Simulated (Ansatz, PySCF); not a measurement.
Species: N2O, net charge -1, doublet state. 
Coordinates optimised at B3LYP-D3(BJ)/def2-TZVP (Ansatz, a quantum-chemistry and plane-wave program):
```
N
N 1 1.1903
O 1 1.3079 2 133.14
```
Charge -1, spin multiplicity 2.

Total electronic energies in hartree. Valence correlation only, unless marked. UHF or UKS for open shells. Spin-orbit coupling is left out. No relativistic terms. Basis-set limits of correlation are two-point, X^-3; Hartree-Fock from the larger set. [CCSD(T)-MP2]/basis is that difference in the basis named.

```json
[
 {"level": "HF/STO-3G", "program": "Ansatz", "energy (Eh)": "-181.05967"},
 {"level": "HF/aug-cc-pVQZ", "program": "Ansatz", "energy (Eh)": "-183.74507"},
 {"level": "HF-D4/def2-TZVPD", "program": "PySCF + dftd4", "energy (Eh)": "-183.74466"},
 {"level": "PBE0/def2-SVP", "program": "Ansatz", "energy (Eh)": "-184.29139"},
 {"level": "PBE0/def2-TZVP", "program": "Ansatz", "energy (Eh)": "-184.52824"},
 {"level": "r2SCAN0-D4/def2-TZVPD", "program": "Ansatz + dftd4", "energy (Eh)": "…"},
 {"level": "HSE06-D4/def2-TZVPD", "program": "Ansatz + dftd4", "energy (Eh)": "-184.52905"},
 {"level": "B2GP-PLYP-D3(BJ)/def2-TZVPD", "program": "Ansatz + dftd3", "energy (Eh)": "-184.57725"},
 {"level": "B2PLYP-D3(BJ)/def2-TZVPD", "program": "Ansatz + dftd3", "energy (Eh)": "-184.61789"},
 {"level": "SCS-MP2/6-31G", "program": "Ansatz", "energy (Eh)": "-183.86890"},
 {"level": "CCSD/6-31G*", "program": "Ansatz", "energy (Eh)": "-184.14422"},
 {"level": "CCSD/cc-pVDZ", "program": "Ansatz", "energy (Eh)": "-184.15690"},
 {"level": "CCSD(T)/6-31G*", "program": "Ansatz", "energy (Eh)": "-184.16379"},
 {"level": "CCSD(T)/cc-pVDZ", "program": "Ansatz", "energy (Eh)": "-184.17608"},
 {"level": "RI-MP2/CBS(aug-cc-pVTZ,aug-cc-pVQZ)+[CCSD(T)-MP2]/aug-cc-pVTZ", "program": "Ansatz", "energy (Eh)": "-184.4897"}
]
```

### Question
Complete the blanks.

### Answer

- r2SCAN0-D4/def2-TZVPD, energy (Eh): -184.60742
